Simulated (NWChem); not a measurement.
Correlation energy of O (+1)

SMILES: [O+]
```xyz
1

O      0.0000     0.0000     0.0000
```
Charge +1, spin multiplicity 4.

All runs are NWChem calculations.

Basis set: def2-SVP. Each correlation energy counts from its own Hartree-Fock reference.

The correlated methods keep 1 core orbital frozen. No SCF solution was tested for a lower state. Open-shell Hartree-Fock references start from PBE0 orbitals. Coupled-cluster values serve here as a point of comparison, not as the truth.

**Question.** For the correlation energy, CCSD(T) on ROHF gives -89.0 mHa and CCSD on ROHF gives -88.4 mHa. What do CCSD[T] on UHF, CCSD on UHF give?

**Answer.** CCSD[T] on UHF: -84.5 mHa; CCSD on UHF: -83.9 mHa.
